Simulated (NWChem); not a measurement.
System: hydrogen cyanide (CHN); SMILES C#N

Input file for NWChem:

```
start job
memory heap 200 mb stack 900 mb global 1100 mb
geometry units angstroms noautoz
  C      0.000000     0.000000    -0.492458
  N      0.000000     0.000000     0.653160
  H      0.000000     0.000000    -1.561126
end
basis spherical
  * library def2-svp
end
dft
  xc r2scan
  grid xcoarse
  iterations 150
  mulliken
end
task dft gradient
```

Parts of the log:

```
             Northwest Computational Chemistry Package (NWChem) 7.3.0
             --------------------------------------------------------

 ORDER OF PRIMARY AXIS IS BEING SET TO 4
 C4V symmetry detected

                             Geometry "geometry" -> ""
                             -------------------------

 Output coordinates in angstroms (scale by  1.889725989 to convert to a.u.)

  No.       Tag          Charge          X              Y              Z
 ---- ---------------- ---------- -------------- -------------- --------------
    1 C                    6.0000     0.00000000     0.00000000    -0.49647557
    2 N                    7.0000     0.00000000     0.00000000     0.64914243
    3 H                    1.0000     0.00000000     0.00000000    -1.56514357

 Effective nuclear repulsion energy (a.u.)      24.0443276886

      Symmetry information
      --------------------

 Group name             C4v
 Group number             18
 Group order               8
 No. of unique centers     3

                                 NWChem DFT Module
                                 -----------------

 Summary of "ao basis" -> "ao basis" (spherical)
 ------------------------------------------------------------------------------
       Tag                 Description            Shells   Functions and Types
 ---------------- ------------------------------  ------  ---------------------
 C                          def2-svp                 6       14   3s2p1d
 N                          def2-svp                 6       14   3s2p1d
 H                          def2-svp                 3        5   2s1p

      Symmetry analysis of basis
      --------------------------

        a1         15
        a2          0
        b1          2
        b2          2
        e          14

            General Information
            -------------------
          SCF calculation type: DFT
          Wavefunction type:  closed shell.
          No. of atoms     :     3
          No. of electrons :    14
           Alpha electrons :     7
            Beta electrons :     7
          Charge           :     0
          Spin multiplicity:     1
          Use of symmetry is: on ; symmetry adaption is: on
          Maximum number of iterations: 150
          AO basis - number of functions:    33
                     number of shells:    15
          Convergence on energy requested:  1.00D-06
          Convergence on density requested:  1.00D-05
          Convergence on gradient requested:  5.00D-04

              XC Information
              --------------
                      r^2SCAN Method XC Functional
               r^2SCAN metaGGA Exchange Functional  1.000
                     r^2SCAN Correlation Potential  1.000

             Grid Information
             ----------------
          Grid used for XC integration:  xcoarse
          Radial quadrature: Mura-Knowles
          Angular quadrature: Lebedev.
          Tag              B.-S. Rad. Rad. Pts. Rad. Cut. Ang. Pts.
          ---              ---------- --------- --------- ---------
          C                   0.70       21           5.0       194
          N                   0.65       21           7.0       194
          H                   0.35       21           6.0       194
          Grid pruning is: on
          Number of quadrature shells:    63
          Spatial weights used:  Erf1

      Superposition of Atomic Density Guess
      -------------------------------------

 Sum of atomic energies:         -92.36827113

      Non-variational initial energy
      ------------------------------

 Total energy =     -93.024416
 1-e energy   =    -171.520506
 2-e energy   =      54.451762
 HOMO         =      -0.457220
 LUMO         =       0.048597

      Symmetry analysis of molecular orbitals - initial
      -------------------------------------------------

 !! scf_movecs_sym_adapt:    4 vectors were symmetry contaminated

  Symmetry fudging

 !! scf_movecs_sym_adapt:    4 vectors were symmetry contaminated

  Numbering of irreducible representations:

     1 a1          2 a2          3 b1          4 b2          5 e

  Orbital symmetries:

     1 a1          2 a1          3 a1          4 a1          5 a1
     6 e           7 e           8 e           9 e          10 a1
    11 a1         12 e          13 e          14 a1         15 a1
    16 a1         17 e

     ---------------------------------------------
      Total Density - Mulliken Population Analysis
     ---------------------------------------------

    Atom       Charge   Shell Charges
 -----------   ------   -------------------------------------------------------
    1 C    6     5.65   1.99  0.98  0.34  1.65  0.63  0.05
    2 N    7     7.51   1.99  1.12  0.59  2.36  1.41  0.03
    3 H    1     0.84   0.61  0.21  0.02

   convergence    iter        energy       DeltaE   RMS-Dens  Diis-err
 ---------------- ----- ----------------- --------- --------- ---------
 d= 0,ls=0.0,diis     1    -93.2305044659 -1.17D+02  3.53D-02  4.36D-01
 d= 0,ls=0.0,diis     2    -92.8867345120  3.44D-01  2.64D-02  3.22D+00
 d= 0,ls=0.0,diis     3    -93.2924788265 -4.06D-01  1.74D-03  4.57D-03
 d= 0,ls=0.0,diis     4    -93.2929549338 -4.76D-04  5.35D-04  4.02D-04
 d= 0,ls=0.0,diis     5    -93.2930097710 -5.48D-05  1.21D-04  3.18D-05
  Resetting Diis
 d= 0,ls=0.0,diis     6    -93.2930142296 -4.46D-06  1.13D-05  8.82D-08
 d= 0,ls=0.0,diis     7    -93.2930142434 -1.38D-08  2.01D-06  1.13D-09

         Total DFT energy =      -93.293014243367
      One electron energy =     -172.943331136339
           Coulomb energy =       68.140974165153
    Exchange-Corr. energy =      -12.534984960829
 Nuclear repulsion energy =       24.044327688647

 Numeric. integr. density =       14.000121687619

                  Occupations of the irreducible representations
                  ----------------------------------------------

                     irrep           alpha         beta
                     --------     --------     --------
                     a1                5.0          5.0
                     a2                0.0          0.0
                     b1                0.0          0.0
                     b2                0.0          0.0
                     e                 2.0          2.0

                       DFT Final Molecular Orbital Analysis
                       ------------------------------------

 Vector    5  Occ=2.000000D+00  E=-3.426459D-01  Symmetry=a1
              MO Center= -3.2D-14, -5.0D-14,  8.3D-01, r^2= 8.0D-01
   Bfn.  Coefficient  Atom+Function         Bfn.  Coefficient  Atom+Function
  ----- ------------  ---------------      ----- ------------  ---------------
    20      0.498947  2 N  pz                17     -0.424129  2 N  s
    16     -0.316921  2 N  s                 23     -0.248181  2 N  pz
     6      0.246454  1 C  pz                 2      0.201727  1 C  s
    15     -0.151886  2 N  s                 29     -0.110732  3 H  s
     1     -0.088507  1 C  s                 30     -0.069047  3 H  s

 Vector    6  Occ=2.000000D+00  E=-3.406788D-01  Symmetry=e
              MO Center=  3.3D-14,  4.9D-14,  1.1D-01, r^2= 1.1D+00
   Bfn.  Coefficient  Atom+Function         Bfn.  Coefficient  Atom+Function
  ----- ------------  ---------------      ----- ------------  ---------------
    19     -0.374147  2 N  py                 5      0.353685  1 C  py
    18     -0.251603  2 N  px                 4      0.237843  1 C  px
    22      0.210911  2 N  py                 8      0.194330  1 C  py
    21      0.141832  2 N  px                 7      0.130681  1 C  px
    25     -0.025202  2 N  d -1

 Vector    7  Occ=2.000000D+00  E=-3.406788D-01  Symmetry=e
              MO Center= -1.3D-15,  7.7D-16,  1.1D-01, r^2= 1.1D+00
   Bfn.  Coefficient  Atom+Function         Bfn.  Coefficient  Atom+Function
  ----- ------------  ---------------      ----- ------------  ---------------
    18     -0.374147  2 N  px                 4      0.353685  1 C  px
    19      0.251603  2 N  py                 5     -0.237843  1 C  py
    21      0.210911  2 N  px                 7      0.194330  1 C  px
    22     -0.141832  2 N  py                 8     -0.130681  1 C  py
    27      0.025202  2 N  d  1

 Vector    8  Occ=0.000000D+00  E=-9.636686D-03  Symmetry=e
              MO Center= -1.4D-16,  2.1D-16, -7.6D-02, r^2= 1.6D+00
   Bfn.  Coefficient  Atom+Function         Bfn.  Coefficient  Atom+Function
  ----- ------------  ---------------      ----- ------------  ---------------
     8      0.614104  1 C  py                22     -0.569527  2 N  py
    19      0.469771  2 N  py                 5      0.463736  1 C  py
     7     -0.089419  1 C  px                21      0.082928  2 N  px
    18     -0.068402  2 N  px                 4     -0.067524  1 C  px
    32      0.047181  3 H  py                11     -0.041394  1 C  d -1

 Vector    9  Occ=0.000000D+00  E=-9.636686D-03  Symmetry=e
              MO Center=  4.4D-16, -2.4D-17, -7.6D-02, r^2= 1.6D+00
   Bfn.  Coefficient  Atom+Function         Bfn.  Coefficient  Atom+Function
  ----- ------------  ---------------      ----- ------------  ---------------
     7      0.614104  1 C  px                21     -0.569527  2 N  px
    18      0.469771  2 N  px                 4      0.463736  1 C  px
     8      0.089419  1 C  py                22     -0.082928  2 N  py
    19      0.068402  2 N  py                 5      0.067524  1 C  py
    31      0.047181  3 H  px                13      0.041394  1 C  d  1

[...]

                         DFT ENERGY GRADIENTS

    atom               coordinates                        gradient
                 x          y          z           x          y          z
   1 C       0.000000   0.000000  -0.938203    0.000000   0.000000   0.026404
   2 N       0.000000   0.000000   1.226701    0.000000   0.000000  -0.035672
   3 H       0.000000   0.000000  -2.957692    0.000000   0.000000   0.009268
```

Level: r2SCAN/def2-SVP. Geometry: optimised at PBE0-D3(BJ)/def2-TZVP.
